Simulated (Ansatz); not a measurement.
Input file:

```yaml
crystal:
  periodic: [false, false, false]
  atoms:
    - {symbol: N, position_ang: [0.000000, 0.000000, 0.000000]}
    - {symbol: H, position_ang: [1.160024, 1.163874, 1.159770]}
    - {symbol: H, position_ang: [-1.165090, -1.155904, 1.162659]}
    - {symbol: H, position_ang: [-1.157351, 1.158559, -1.167734]}
    - {symbol: H, position_ang: [1.162417, -1.166529, -1.154695]}
basis:
  gaussian: {orbitals: cc-pVDZ}
total_charge: 1
magnetization: {spin_polarized: true, initial_magnetization: 0}
correlation: {method: ccsd_t, electrons: outside_noble_gas}
```

```sh
$ ansatz run in.yaml --threads 1 --pin off --events-out ev --progress --plain --max-ram 2393MiB
```

(1) Roughly how long does this take on 1 thread of Intel Xeon Platinum 8375C, shared host, and how much host memory?

```
310 factors; integrals over basis functions are off by at most 8.7e-4 eV
mean field evaluation 1: about -1498.6847 eV, gradient 5.9e1 eV
mean field evaluation 2: about -1498.6859 eV, gradient 5.9e1 eV
mean field evaluation 4: about -1517.2787 eV, gradient 1.2e1 eV
mean field evaluation 8: about -1518.1113 eV, gradient 2.1e-1 eV
mean field evaluation 16: about -1518.1115 eV, gradient 3.6e-5 eV
mean field evaluation 32: about -1522.6069 eV, gradient 5.7e-6 eV
mean field evaluation 64: about -1522.6069 eV, gradient 2.8e-3 eV
mean field evaluation 96: about -1518.1124 eV, gradient 1.5e-2 eV
mean field evaluation 128: about -1519.6394 eV, gradient 2.0e-6 eV
mean field evaluation 160: about -1521.1215 eV, gradient 6.7e-1 eV
...
mean field evaluation 672: about -1519.4538 eV, gradient 9.9e-2 eV
mean field evaluation 704: about -1521.4989 eV, gradient 2.7e-2 eV
mean field evaluation 736: about -1518.1115 eV, gradient 3.7e-6 eV
mean field -1522.66328407 eV, -55.9568435913 hartree, gradient 2.7e-6 eV, S^2 2.501500; 20 other end points of the search recorded, 0 dependent functions left out
determinant -1522.66328407 eV, -55.9568435913 hartree, with singles and doubles -1526.72849482 eV, -56.1062373310 hartree
determinant -1522.60690965 eV, -55.9547718695 hartree, with singles and doubles -1526.95308063 eV, -56.1144907071 hartree
determinant -1522.48172772 eV, -55.9501715184 hartree, with singles and doubles -1526.72461404 eV, -56.1060947150 hartree
determinant -1521.92449866 eV, -55.9296937282 hartree, with singles and doubles -1526.96524785 eV, -56.1149378443 hartree
determinant -1521.49891942 eV, -55.9140539797 hartree, with singles and doubles -1526.64023945 eV, -56.1029940058 hartree
determinant -1521.16628569 eV, -55.9018299156 hartree, with singles and doubles -1524.53064036 eV, -56.0254676691 hartree
determinant -1521.13117718 eV, -55.9005397014 hartree, with singles and doubles -1525.28662580 eV, -56.0532496216 hartree
determinant -1519.76452496 eV, -55.8503161589 hartree, with singles and doubles -1524.61131435 eV, -56.0284323836 hartree
determinant -1519.63944299 eV, -55.8457194812 hartree, with singles and doubles -1522.89803580 eV, -55.9654705583 hartree
determinant -1519.45839677 eV, -55.8390661553 hartree, with singles and doubles -1525.22882437 eV, -56.0511254583 hartree
determinant -1522.66328407 eV, -55.9568435913 hartree, with singles and doubles -1527.07972323 eV, -56.1191447368 hartree
determinant -1522.60690965 eV, -55.9547718695 hartree, with singles and doubles -1527.11779022 eV, -56.1205436728 hartree
determinant -1522.48172772 eV, -55.9501715184 hartree, with singles and doubles -1527.09845085 eV, -56.1198329643 hartree
determinant -1521.92449866 eV, -55.9296937282 hartree, with singles and doubles -1527.28149931 eV, -56.1265598712 hartree
determinant -1521.49891942 eV, -55.9140539797 hartree, with singles and doubles -1527.23207864 eV, -56.1247436949 hartree
determinant -1521.16628569 eV, -55.9018299156 hartree, with singles and doubles -1524.83154383 eV, -56.0365256678 hartree
determinant -1521.13117718 eV, -55.9005397014 hartree, with singles and doubles -1525.42665276 eV, -56.0583955174 hartree
determinant -1519.76452496 eV, -55.8503161589 hartree, with singles and doubles -1525.09505276 eV, -56.0462094422 hartree
determinant -1519.63944299 eV, -55.8457194812 hartree, with singles and doubles -1523.70947324 eV, -55.9952903343 hartree
determinant -1519.45839677 eV, -55.8390661553 hartree, with singles and doubles -1525.41428630 eV, -56.0579410586 hartree
1 core orbitals not correlated: weight in the atoms' cores, before any rotation towards them, 1.000 or more for the frozen orbitals, at most 0.000 for the correlated occupied ones
reference -1521.92449866 eV, -55.9296937282 hartree; 4, 4 occupied and 29, 29 virtual orbitals, 310 factors
second order -2.75475931 eV of doubles, -0.00000000 eV of singles
cycle   1  -5.35700270 eV  change   -2.0e-6 eV  update   5.4e-6
cycle   2  -5.35700080 eV  change    1.9e-6 eV  update   4.6e-6
cycle   3  -5.35700477 eV  change   -4.0e-6 eV  update   3.1e-6
cycle   4  -5.35700787 eV  change   -3.1e-6 eV  update   1.7e-6
cycle   5  -5.35701164 eV  change   -3.8e-6 eV  update   1.0e-6
cycle   6  -5.35701529 eV  change   -3.6e-6 eV  update   6.9e-7
cycle   7  -5.35701775 eV  change   -2.5e-6 eV  update   4.4e-7
perturbative correction -0.66239022 eV, -0.0243423917 hartree
WARN: the results are in doubt because among natural orbitals full CI differs from the method by -0.095 eV
Total energy: -1527.94390664 eV, -56.1509028913 hartree
In doubt: among natural orbitals full CI differs from the method by -0.095 eV
```

The determinant lies 0.74 eV above the lowest one of its kind in the log. Its ⟨S²⟩ is 2.36 against 0.00 for a pure state. The T1 diagnostic is 0.201, too large for the energy to be relied on.

Results:

(1) 9.5 s wall and 0.18 GiB.
